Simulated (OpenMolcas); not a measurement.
SiHOF (SMILES O[Si]F): methods side by side

SiHOF has 4 atoms, charge 0, and is taken as a singlet. As SMILES, `O[Si]F`. The coordinates come from a GFN2-xTB relaxation.

| atom | x (Å) | y (Å) | z (Å) |
| --- | --- | --- | --- |
| O | -0.5607 | 0.7358 | -0.1787 |
| Si | 0.2701 | 0.0782 | 1.0294 |
| F | 0.9032 | -1.2144 | 0.2263 |
| H | -0.6125 | 0.4003 | -1.0770 |

Each level gives the energy change with the Si2–F3 bond stretched from 1.648 to 4.121 Å (eV). The values are calculated.

```json
{"level": "B3LYP/STO-3G (restricted)", "kind": "global hybrid", "program": "OpenMolcas", "value (eV)": "7.59", "less FCI/STO-3G": "+3.05"}
{"level": "PBE0/STO-3G (restricted)", "kind": "global hybrid", "program": "OpenMolcas", "value (eV)": "7.81", "less FCI/STO-3G": "+3.27"}
{"level": "B2PLYP/STO-3G (restricted)", "kind": "double hybrid", "program": "OpenMolcas", "value (eV)": "5.36", "less FCI/STO-3G": "+0.82"}
{"level": "MP2/STO-3G (restricted)", "kind": "perturbation theory", "program": "OpenMolcas", "value (eV)": "4.60", "less FCI/STO-3G": "+0.06"}
{"level": "CASPT2(2,2)/STO-3G", "kind": "multireference", "program": "OpenMolcas", "value (eV)": "4.44", "less FCI/STO-3G": "-0.10"}
{"level": "CASSCF(2,2)/STO-3G", "kind": "multireference", "program": "OpenMolcas", "value (eV)": "3.88", "less FCI/STO-3G": "-0.66"}
{"level": "MRCI(2,2)/STO-3G", "kind": "multireference", "program": "OpenMolcas", "value (eV)": "4.43", "less FCI/STO-3G": "-0.11"}
{"level": "FCI/STO-3G", "kind": "exact in the basis", "program": "OpenMolcas", "value (eV)": "4.54", "less FCI/STO-3G": "0.00"}
```

FCI/STO-3G is exact within its basis and frozen core, so for wave-function methods in that basis the difference is their error; functionals converge differently with the basis, so for them it is only a difference. The first shape isn't each level's own minimum. The values span 3.88 to 7.81 eV. All rows use very small basis sets, so even the best lies far from the true value.
